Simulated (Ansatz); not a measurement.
**C₂HFO₂: up Jacob's ladder to CCSD(T)**

How much do the methods differ for C₂HFO₂? The plan is to run it at one geometry with functionals of several rungs and with coupled cluster, and see how far each lands from CCSD(T) at the basis-set limit for the atomisation energy.

Method: functionals in def2-TZVPP, the program's frozen cores in correlated methods; program: Ansatz 0.2.0, Gaussian basis.

Plan: LDA (SPW92), PBE-D4, revPBE-D4, BLYP-D4, r2SCAN-D4, B97M-V, PBE0-D4, B3LYP-D4, r2SCANh-D4, r2SCAN0-D4, HSE06-D4, BHLYP-D4, CAM-B3LYP-D4, LC-ωPBE, ωB97X-V, ωB97M-V, B2PLYP, PBE-QIDH; CCSD(T)/def2-SVP; CCSD(T)/def2-TZVPP; MP2/def2-QZVPP; extrapolation to the limit; RPA on PBE.

## Step 1: Structure used throughout

All runs share one geometry, relaxed beforehand with PBE0-D4 in a triple-zeta def2 set.

SMILES `O=C1OC1F`, 6 atoms, charge 0, spin multiplicity 1.

Atoms are counted from 1 here; the program's logs count them from 0.

Bond lengths: O1–C2 1.178 Å, C2–O3 1.338 Å, C2–C4 1.443 Å, O3–C4 1.463 Å, C4–F5 1.331 Å, C4–H6 1.086 Å. Angles: O1–C2–O3 138.9°, O1–C2–C4 157.7°, O3–C2–C4 63.4°, C2–O3–C4 61.8°, C2–C4–O3 54.8°, C2–C4–F5 120.5°, C2–C4–H6 125.4°, O3–C4–F5 114.3°, O3–C4–H6 114.7°, F5–C4–H6 112.2°.

Coordinates:

```
O    -0.6352   -1.9192    0.0717
C    -0.1171   -0.8624    0.0283
O     1.0944   -0.3410   -0.1988
C    -0.0143    0.5763    0.0674
F    -0.3840    1.3078   -0.9812
H     0.0984    1.1745    0.9665
```

## Step 2: LDA

This LDA is Slater exchange with PW92 correlation.

Input file in.yaml:

```yaml
crystal:
  periodic: [false, false, false]
  atoms:
    - {symbol: O, position_ang: [-0.635221, -1.919214, 0.071682]}
    - {symbol: C, position_ang: [-0.117123, -0.862431, 0.028330]}
    - {symbol: O, position_ang: [1.094416, -0.341020, -0.198810]}
    - {symbol: C, position_ang: [-0.014315, 0.576284, 0.067382]}
    - {symbol: F, position_ang: [-0.383997, 1.307764, -0.981212]}
    - {symbol: H, position_ang: [0.098439, 1.174517, 0.966528]}
basis:
  gaussian: {orbitals: def2-TZVPP}
hamiltonian: {xc: lda}
output: {orbitals: {seedname: orbitals}}
```

Started as:

```
$ ansatz run in.yaml --threads 2 --pin off --events-out ev --progress --plain --max-ram 4352MiB
```

After this run come: PBE-D4 (GGA); revPBE-D4 (GGA); BLYP-D4 (GGA); r2SCAN-D4 (meta-GGA); B97M-V (meta-GGA); PBE0-D4 (hybrid); B3LYP-D4 (hybrid); r2SCANh-D4 (hybrid); r2SCAN0-D4 (hybrid); HSE06-D4 (hybrid); BHLYP-D4 (hybrid); CAM-B3LYP-D4 (range-separated); LC-ωPBE (range-separated); ωB97X-V (range-separated); ωB97M-V (range-separated); B2PLYP (double hybrid); PBE-QIDH (double hybrid); CCSD(T) in def2-SVP; CCSD(T) in def2-TZVPP; MP2 in def2-QZVPP; RPA on PBE orbitals.

Q: Predict the results of all the runs planned. Wanted: atomisation energy, CCSD(T)/CBS; farthest beyond LDA; mean size of error, GGA; mean size of error, meta-GGA; mean size of error, hybrid; mean size of error, range-separated; mean size of error, double hybrid; gap, smallest and largest; T1 diagnostic.

The runs gave:

```
                               quantity                                      value
        atomisation energy, CCSD(T)/CBS                                  27.425 eV
    functionals within 0.137 eV (0.5 %)     B3LYP-D4, r2SCANh-D4, B2PLYP, PBE-QIDH
                    farthest beyond LDA                         PBE-D4 (+2.028 eV)
                mean size of error, GGA                                   1.170 eV
           mean size of error, meta-GGA                                   0.359 eV
             mean size of error, hybrid                                   0.629 eV
    mean size of error, range-separated                                   0.302 eV
      mean size of error, double hybrid                                   0.103 eV
              gap, smallest and largest  4.92 eV (LDA (SPW92)), 13.04 eV (LC-ωPBE)
                          T1 diagnostic                                     0.0162
triples share of the correlation energy                                      4.1 %
```

What this shows: LDA overbinds by 6.610 eV (24 %). PBE-D4 is off by +2.028 eV. Double hybrids carry the basis error of their MP2 part in triple zeta, and no dispersion term here, so their miss is partly the set-up's. Taken by rung, double hybrid functionals do best (0.103 eV on average) and GGA ones worst beyond LDA (1.170 eV). The reference freezes the cores and leaves out relativity and excitations past (T), so misses under about 0.137 eV can't be ranked. Hartree-Fock recovers 62 % of the binding; the rest is correlation. CCSD(T) in def2-SVP is off by -1.437 eV, more than most functionals: a good method in a small basis is no reference. The gap grows from 4.9 to 13.0 eV across the functionals, mostly with the share of exact exchange.
